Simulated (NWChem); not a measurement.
System: BCl3; SMILES ClB(Cl)Cl

Program: NWChem. Structure relaxed at the B3LYP/6-31G* (spherical d) level. Level MN15/def2-SVP: energy and gradient on several grids; changes count from the extra-fine grid, which is no exact limit either.

| grid | size of the energy change (μHa) | largest change of a gradient component (μHa/bohr) |
|---|---|---|
| xcoarse | 100 | 400 |
| coarse | 50 | 200 |
| medium | < 10 | 60 |
| fine | < 10 | 30 |
| xfine | < 10 | < 30 |
